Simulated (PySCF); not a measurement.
Compound: OF2.
Geometry (PBE0-D3(BJ)/def2-SVP, Å), atoms numbered from 1 in this order:
```
atom  x, y, z in Å
F1    -1.093    0.257    0.000
O2     0.264    0.501    0.000
F3     0.829   -0.758    0.000
```

The closed-shell ground state was solved at several levels (PySCF, density fitting, gas phase, non-relativistic).

```tsv
level	basis functions	HOMO (eV)	LUMO (eV)	gap (eV)	dipole (D)
PBE/pcSseg-2	108	-7.45	-3.62	3.83	0.23
B97-2/pcJ-1	81	-9.33	-2.17	7.16	0.29
PBE0/cc-pVDZ	42	-9.31	-1.62	7.69	0.25
OPBE/pcSseg-2	108	-7.35	-3.42	3.93	0.23
LDA/def2-SVPD	69	-7.82	-4.19	3.63	0.20
KT2/pcSseg-2	108	-7.78	-3.51	4.27	0.28
LC-wPBE/def2-SVPD	69	-12.83	0.32	13.15	0.25
PBE0/aug-cc-pVTZ	138	-9.71	-2.04	7.67	0.28
CAM-B3LYP/def2-SVPD	69	-11.59	-1.07	10.52	0.27
PBE0/pcSseg-1	51	-9.65	-1.96	7.69	0.28
B97-2/pcSseg-2	108	-9.38	-2.19	7.19	0.29
```

Task: What might LDA/pcJ-1 (81 basis functions) give for the same quantities?

Result: HOMO -7.49 eV, LUMO -3.90 eV, gap 3.59 eV, dipole 0.21 D.

Task: Over all these levels, which gives the widest orbital gap and which the narrowest?

Result: LC-wPBE/def2-SVPD (range-separated hybrid) has the widest, 13.15 eV, and LDA/pcJ-1 (LDA) the narrowest, 3.59 eV. Functional and basis both differ between the two, so the spread mixes both effects.

Task: How much does the basis alone move the frontier levels among the 3 PBE0 rows?

Result: The HOMO by 0.40 eV and the LUMO by 0.42 eV. By rising basis size (HOMO, LUMO in eV): cc-pVDZ -9.31, -1.62; pcSseg-1 -9.65, -1.96; aug-cc-pVTZ -9.71, -2.04.

Task: How far do the dipole and the HOMO energy spread over the levels?

Result: The dipole runs from 0.20 to 0.29 D (mean 0.25 D) and the HOMO from -12.83 to -7.35 eV.
